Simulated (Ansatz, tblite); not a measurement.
# The cluster Ba₂S₂: rung by rung

One table from this session's results is given with a row withheld; the runs are named, their logs left out.

Computed with Ansatz 0.2.0, Gaussian basis. Level: as each input shows.

The runs, in order: GFN1-xTB, GFN2-xTB, PBE-D4/def2-TZVP, r2SCAN-D4/def2-TZVP, B97M-V/def2-TZVP, BHLYP-D4/def2-TZVP, CAM-B3LYP-D4/def2-TZVP, PBE-QIDH/def2-TZVP, ωB97M-V/def2-TZVP, PBE-D4/def2-SVP, PBE0-D4/def2-SVP, PBE0-D4/def2-TZVPD, PBE-D4/def2-TZVPD, r2SCAN-D4/def2-TZVPD, CCSD(T)/def2-TZVPP, MP2/def2-TZVP, RPA/def2-TZVP.

1 further run of the same task is left out (set aside as unsound or not needed). Runs told in other sessions of the task aren't counted.

## The relaxed structure

The geometry is that of the singlet, from an earlier relaxation (r2SCAN-D4/def2-SVP). At that level it is the lowest of the isomers that a small search found.

4 atoms, charge 0, spin multiplicity 1.

Bond lengths: Ba1–S3 2.807 Å, Ba1–S4 2.807 Å, Ba2–S3 2.807 Å, Ba2–S4 2.807 Å. Angles: S3–Ba1–S4 88.1°, S3–Ba2–S4 88.1°, Ba1–S3–Ba2 91.9°, Ba1–S4–Ba2 91.9°.

As a file:

```xyz
4
charge 0, multiplicity 1
Ba    1.6872   -0.8568   -0.6968
Ba   -1.6794    0.8668    0.7032
S    -0.1019    1.1052   -1.6057
S     0.0941   -1.1152    1.5993
```

Ba takes a core potential in the def2 sets. No spin-orbit coupling is included.

PBE0-D4/def2-TZVP was run before; its log isn't repeated, and its numbers join the tables.

Set-up of the first run:

Tight binding, by tblite at 300 K electronic temperature and without a spin-polarisation term:

```python
tblite.interface.Calculator('GFN1-xTB', numbers, positions, charge=0, uhf=0).singlepoint()
```

Tight binding, by tblite at 300 K electronic temperature and without a spin-polarisation term:

```python
tblite.interface.Calculator('GFN2-xTB', numbers, positions, charge=0, uhf=0).singlepoint()
```

start.molden holds the orbitals of an earlier run on this state, given as this run's starting guess.

in.yaml

```yaml
crystal:
  periodic: [false, false, false]
  atoms:
    - {symbol: Ba, position_ang: [1.687210, -0.856806, -0.696763]}
    - {symbol: Ba, position_ang: [-1.679407, 0.866795, 0.703209]}
    - {symbol: S, position_ang: [-0.101892, 1.105185, -1.605724]}
    - {symbol: S, position_ang: [0.094099, -1.115184, 1.599278]}
basis:
  gaussian: {orbitals: def2-TZVP, initial_orbitals: start.molden}
hamiltonian: {xc: pbe, dispersion: d4}
scf: {omitted_lower_state_checks: [starts]}
output: {orbitals: {seedname: orbitals}}
```

On the command line:

```console
ansatz run in.yaml --threads 4 --pin off --events-out ev --progress --plain --max-ram 3916MiB
```

Among the steps run: PBE-D4/def2-TZVP; r2SCAN-D4/def2-TZVP; B97M-V/def2-TZVP; BHLYP-D4/def2-TZVP; CAM-B3LYP-D4/def2-TZVP; PBE-QIDH/def2-TZVP; ωB97M-V/def2-TZVP; PBE-D4/def2-SVP; PBE0-D4/def2-SVP; PBE0-D4/def2-TZVPD; PBE-D4/def2-TZVPD; r2SCAN-D4/def2-TZVPD; CCSD(T)/def2-TZVPP; MP2/def2-TZVP; RPA/def2-TZVP.

One of the session's tables, all rows but one given; the rest of the session is left out.

| level | HOMO (eV) | LUMO (eV) | gap (eV) |
| --- | --- | --- | --- |
| PBE-D4/def2-SVP | -4.01 | -1.68 | 2.32 |
| PBE-D4/def2-TZVP | -3.95 | -1.68 | 2.28 |
| PBE-D4/def2-TZVPD | -3.97 | -1.68 | 2.29 |
| r2SCAN-D4/def2-TZVP | -4.03 | -1.16 | 2.87 |
| r2SCAN-D4/def2-TZVPD | ? | ? | ? |
| B97M-V/def2-TZVP | -4.03 | -1.62 | 2.41 |
| PBE0-D4/def2-SVP | -4.88 | -1.16 | 3.72 |
| PBE0-D4/def2-TZVP | -4.84 | -1.15 | 3.69 |
| PBE0-D4/def2-TZVPD | -4.85 | -1.14 | 3.71 |
| BHLYP-D4/def2-TZVP | -5.61 | -0.82 | 4.79 |
| CAM-B3LYP-D4/def2-TZVP | -5.91 | -0.69 | 5.22 |
| ωB97M-V/def2-TZVP | -6.72 | -0.53 | 6.19 |

**Question.** Estimate the row for r2SCAN-D4/def2-TZVPD.

The run gave: HOMO (eV): -4.03; LUMO (eV): -1.13; gap (eV): 2.90.
